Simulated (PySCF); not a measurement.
## SF₅: from structure and modes to constants

All numbers come from UB3LYP/[S def2-TZVP, F def2-TZVP], no relativity, density fitting, PySCF.

The doublet minimum has C4v symmetry. Masses (u): S 31.97207, F 18.99840.

```xyz
6
charge 0 multiplicity 2, angstrom
S     0.0000    0.0000   -0.2016
F     0.0000    0.0000    1.3520
F     1.6223    0.0000   -0.2531
F     0.0000    1.6223   -0.2531
F    -1.6223    0.0000   -0.2531
F     0.0000   -1.6223   -0.2531
```

Harmonic wavenumbers (cm⁻¹): 223.6 (b1, ×1), 339.0 (e, ×2), 441.0 (b2, ×1), 498.0 (e, ×2), 522.3 (a1, ×1), 553.8 (b1, ×1), 605.3 (a1, ×1), 780.3 (e, ×2), 870.1 (a1, ×1).

**Question.** Find the principal moments of inertia and the rotational constants. What kind of rotor is it?

**Answer.** About the centre of mass I = 140.9, 140.9, 200.01 u Å². With B = 16.8576/I this gives 0.1196, 0.1196, 0.08428 cm⁻¹. The molecule is an oblate symmetric top.

**Question.** What is the harmonic zero-point energy?

**Answer.** Half the sum of all 12 wavenumbers, 6451/2 = 3225 cm⁻¹, which is 38.6 kJ/mol (1 cm⁻¹ = 0.0119627 kJ/mol).

**Question.** Give the standard entropy (298.15 K, 1 bar) by its translational, rotational, vibrational and spin parts, and Cp.

**Answer.** Sackur–Tetrode with M = 126.96 u gives 169.3; rotation with symmetry number 4 gives 100.2; vibration 36.4; spin R ln 2 = 5.8. The total is 311.6 J/(mol K), and Cp = 4 R + 59.2 = 92.5 J/(mol K).

Other isomers or separated fragments may lie lower.
